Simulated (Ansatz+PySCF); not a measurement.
A calculation with PySCF 2.14.0.

```python
from pyscf import gto, scf, cc

mol = gto.M(atom="""
P 0.000000 0.000000 0.000000
H 1.246960 0.000000 1.046320
H -1.268580 0.000000 1.064470
""", basis='6-31g', charge=0, spin=3)
mf = scf.UHF(mol)
mf.kernel()
mycc = cc.CCSD(mf, frozen=5).run()
et = mycc.ccsd_t()
print(mf.e_tot, mycc.e_corr, et, mycc.e_tot + et)
```

The script is written out from the run's settings.

Output:

```json
{
  "Converged": "yes",
  "Reference energy": "-341.62198 hartree",
  "CCSD correlation energy": "-0.04983 hartree",
  "Triples correction": "-0.00057 hartree",
  "Total energy": "-341.67238 hartree",
  "Spin squared of the determinant": "3.800"
}
```
